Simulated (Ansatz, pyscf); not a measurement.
`[BH]=[NH]` + `[SiH4]` -> `[NH2][BH][SiH3]`, an addition across a multiple bond or ene-type step on the singlet surface: H–Si broken, B–Si, H–N formed. Structures and frequencies: ωB97X-D3(BJ)/def2-SVP in PySCF. Wave-function energies: Ansatz (a program for electronic structure), frozen core, RHF or UHF references. In kcal/mol, from the separated reactants.

```
level                 barrier  reaction energy
--------------------  -------  ---------------
M06-2X/def2-TZVP        49.41           -29.82
PBE/def2-TZVP           37.73           -31.53
CCSD(T)/cc-pV(D+d)Z     50.23           -27.52
CCSDT(Q)/cc-pV(D+d)Z        ?                ?
CCSD(T)/cc-pV(T+d)Z     48.04           -29.23
CCSD(T)/cc-pV(Q+d)Z         ?           -29.02
```

**Question.** Complete the blanks.

**Answer.** 
- CCSDT(Q)/cc-pV(D+d)Z, barrier: 49.81
- CCSDT(Q)/cc-pV(D+d)Z, reaction energy: -27.40
- CCSD(T)/cc-pV(Q+d)Z, barrier: 48.10

In cc-pV(D+d)Z, going from CCSD(T) to CCSDT(Q) shifts the barrier by -0.42 and the reaction energy by +0.12 kcal/mol. With HF in the quadruple-zeta basis and the correlation energy extrapolated as X⁻³ from X = 3, 4, CCSD(T) gives 47.86 and -29.27; adding the double-zeta shift gives ΔE‡ = 47.44 and ΔE = -29.15 kcal/mol, without core correlation, relativity or geometry relaxation at these levels. At the saddle there is also a short B–H contact that neither side keeps. The same reactants have a lower exit, to H₂B–NH–SiH₃ (barrier +16.63 kcal/mol at ωB97M-D3(BJ)/def2-TZVP, against +49.05 kcal/mol here). H₂N–BH–SiH₃ lies 13.19 kcal/mol over its isomer H₂B–NH–SiH₃ (electronic energy, ωB97M-D3(BJ)/def2-TZVP). One saddle was located; it need not be the lowest between these sides.
